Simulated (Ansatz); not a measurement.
methylamine (SMILES CN) moved off its minimum; all values from Ansatz (a first-principles code), cores frozen in correlated methods.
(charge 0, multiplicity 1)
```xyz
7

C     -0.80902    -0.00979     0.09815
N      0.73360    -0.00063    -0.07588
H     -1.34942    -0.52056    -0.52595
H     -1.06947     1.13693    -0.20193
H     -0.98110    -0.05349     1.18827
H      0.99886    -1.02943    -0.08147
H      1.39145     0.75499     0.21111
```

Forces at HF/def2-TZVPP (eV/Å):

| atom | Fx | Fy | Fz |
|---|---|---|---|
| C1 | 5.634 | 9.313 | 4.078 |
| N2 | -1.514 | -3.348 | -1.063 |
| H3 | -2.213 | -3.758 | -3.158 |
| H4 | 0.165 | -2.821 | 0.932 |
| H5 | -0.778 | -0.674 | -1.048 |
| H6 | 0.596 | 3.224 | 0.378 |
| H7 | -1.889 | -1.936 | -0.119 |

Give the forces (eV/Å), the total energy and the dipole at CCSD(T)/aug-cc-pVTZ.


```csv
atom,Fx,Fy,Fz
C1,5.205,8.500,3.998
N2,-1.416,-2.836,-1.186
H3,-2.427,-3.754,-3.364
H4,0.175,-2.408,0.810
H5,-0.756,-0.573,-0.651
H6,0.612,2.457,0.353
H7,-1.394,-1.387,0.041
```
Energy -95.6568 hartree, dipole 0.66 D.
